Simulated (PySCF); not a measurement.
# Worked example: the step energy

An elementary step of CH$_{7}$NSi, singlet (CH₅N ([CH3][NH2]) + SiH₂ → CH₇NSi ([CH3][NH][SiH3]); H–N broken or loosened, Si–H, Si–N formed or tightened). “Start” and “end” are the PBE0-D4/def2-TZVP structures reached by relaxing down either side of its saddle point, with the molecules still in contact.

PySCF 2.14 with density fitting (its default auxiliary sets; JK sets also for MP2 and CCSD(T)); basis: def2-TZVPP and def2-QZVPP; cores frozen in the correlated methods.

Energies in eV:

| quantity | end | start |
| --- | --- | --- |
| Hartree–Fock, triple zeta (X = 3) | -10486.87298 | -10485.23300 |
| Hartree–Fock, quadruple zeta (X = 4) | -10487.26303 | -10485.60226 |
| MP2 correlation, X = 3 | -14.19496 | -14.33497 |
| MP2 correlation, X = 4 | -15.10942 | -15.24464 |
| CCSD(T) correlation, X = 3 | -15.94077 | -16.20448 |

Work out the step energy at the basis limit: extrapolate Hartree–Fock as E(X) = E∞ + A exp(−7.88 √X) and the MP2 correlation as E(X) = E∞ + B X^−2.97 (the exponents that Neese and Valeev fitted for def2-TZVPP and QZVPP), then add CCSD(T) − MP2 in triple zeta.

Each step is linear, so take the differences first (end − start): Hartree–Fock -1.63998 (X = 3) and -1.66077 (X = 4); MP2 correlation 0.14001 and 0.13522; CCSD(T) correlation 0.26371.
Two points give E∞ = E(4) + w [E(4) − E(3)], with w = 1/(exp(7.88 (2 − √3)) − 1) = 0.1377 for Hartree–Fock and w = 1/((4/3)^2.97 − 1) = 0.7407 for the correlation.
Hartree–Fock: -1.66077 + 0.1377 × (-0.02079) = -1.6636 eV.
MP2 correlation: 0.13522 + 0.7407 × (-0.00479) = 0.1317 eV.
CCSD(T) − MP2: 0.26371 − 0.14001 = 0.1237 eV.
Sum: -1.6636 + 0.1317 + 0.1237 = -1.4082 eV, or -32.47 kcal/mol. Plain CCSD(T) in triple zeta gives -1.3763 eV, so the larger basis shifts the result by -0.0319 eV.

The T1 diagnostic stays at or below 0.013. The restricted Hartree–Fock reference is unstable towards an unrestricted one at one or more of these structures.

Losses and insertions of silylenes and their heavier kin drive the gas-phase chemistry of silicon and germanium vapour deposition.

Labels in which every atom is bracketed show which atoms are joined, not bond orders.

For scale, one of the runs: CCSD(T)/def2-TZVPP, 202 basis functions, launched by `OMP_NUM_THREADS=4 python run.py`. The run took 6 min on 4 CPU threads of an Arm Neoverse V1 (shared host), with 2.3 GiB of host memory at its peak.
